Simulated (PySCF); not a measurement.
Compound: nitric acid, HNO₃.
Cartesian coordinates in Å at the PBE0-D3(BJ)/def2-SVP level; atoms count from 1:
```
atom  x, y, z in Å
O1     0.0051    0.7550   -1.0335
N2    -0.0979   -0.2366   -0.3650
O3    -0.3809   -1.3443   -0.6817
O4     0.1478   -0.0770    0.9807
H5     0.3578    0.8684    1.0647
```

The computed photoelectron lines, unassigned: N 1s: 414.57 eV; O 1s: 540.35 (area 2), 541.46 (area 1) eV.

Theory: delta-SCF UKS SCAN, pcX-2 on the ionised atom, pcseg-1 elsewhere, spin-free X2C in PySCF 2.14.0. Geometry: PBE0-D3(BJ)/def2-SVP, one conformer, isolated molecule.

Problem. Order the oxygen atoms by O 1s binding energy.

Solution. 540.35 eV: O1/O3 (oxygen bonded to N); 541.46 eV: O4 (hydroxyl oxygen). The listed O 1s values span 1.11 eV, from O1/O3 (bonded to N) to O4 (bonded to N and H). Summing the Pauling electronegativity differences to the bonded atoms, each weighted by its formal bond order, gives -0.60 for the lowest site and -1.64 for the highest; the largest sum, -0.60, belongs to O1/O3, 1.11 eV below the top. The smallest sum, -1.64, belongs to O4, 1.11 eV above the lowest.

Bonded neighbours of each site: O1/O3: N; N2: 3 O; O4: N and H.

Problem. Which effective nuclear charge Zeff reproduces each element's mean 1s value in the hydrogen-like formula E = 13.606 eV × Zeff²?

Solution. N (Z = 7): mean 414.6 eV, Zeff = 5.52, Z − Zeff = 1.48; O (Z = 8): mean 540.7 eV, Zeff = 6.30, Z − Zeff = 1.70. Means run over the listed sites, weighted by atom count.

Topologically equivalent atoms share the value of their first member; where this conformer doesn't relate them by symmetry, their own values could differ.
